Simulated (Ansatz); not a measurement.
The input, for Ansatz 0.2.0:

```yaml
crystal:
  periodic: [false, false, false]
  atoms:
    - {symbol: Al, position_ang: [0.000000, 0.000000, 0.000000]}
    - {symbol: As, position_ang: [0.000000, 0.000000, 3.944000]}
basis:
  gaussian: {orbitals: cc-pVDZ}
total_charge: 1
magnetization: {spin_polarized: false, initial_magnetization: 1}
correlation: {method: ccsdt_q_b, electrons: outside_noble_gas}
```

```sh
$ ansatz run in.yaml --threads 1 --pin off --events-out ev --progress --plain --max-ram 2393MiB
```

Log:

```
833 factors; integrals over basis functions are off by at most 1.6e-7 eV
mean field evaluation 1: about -67368.7532 eV, gradient 7.2e0 eV
mean field evaluation 2: about -67368.7583 eV, gradient 7.2e0 eV
mean field evaluation 4: about -67369.0464 eV, gradient 5.2e-1 eV
mean field evaluation 8: about -67369.0497 eV, gradient 1.2e-1 eV
mean field evaluation 16: about -67369.0461 eV, gradient 5.5e-1 eV
mean field evaluation 32: about -67368.2812 eV, gradient 2.0e-6 eV
mean field evaluation 64: about -67364.9696 eV, gradient 6.7e-7 eV
mean field evaluation 96: about -67368.6080 eV, gradient 2.4e-2 eV
mean field evaluation 128: about -67369.0491 eV, gradient 1.9e-1 eV
mean field evaluation 160: about -67368.6080 eV, gradient 1.3e-4 eV
...
cycle  20  -3.55368877 eV  change   -1.9e-5 eV  update   1.9e-5
cycle  21  -3.55370928 eV  change   -2.1e-5 eV  update   1.1e-5
cycle  22  -3.55371595 eV  change   -6.7e-6 eV  update   8.8e-6
cycle  23  -3.55371599 eV  change   -3.4e-8 eV  update   1.2e-5
cycle  24  -3.55371549 eV  change    4.9e-7 eV  update   1.3e-5
cycle  25  -3.55371306 eV  change    2.4e-6 eV  update   8.9e-6
cycle  26  -3.55371265 eV  change    4.1e-7 eV  update   5.4e-6
cycle  27  -3.55371290 eV  change   -2.6e-7 eV  update   1.8e-6
cycle  28  -3.55371312 eV  change   -2.1e-7 eV  update   9.1e-7
cycle  29  -3.55371341 eV  change   -2.9e-7 eV  update   5.0e-7
perturbative correction -0.00885215 eV, -0.0003253105 hartree
Total energy: -67372.61252239 eV, -2475.8978434010 hartree
```

Ran on 1 thread of Arm Neoverse V2, shared host: 16 s wall, 0.14 GiB peak host memory.
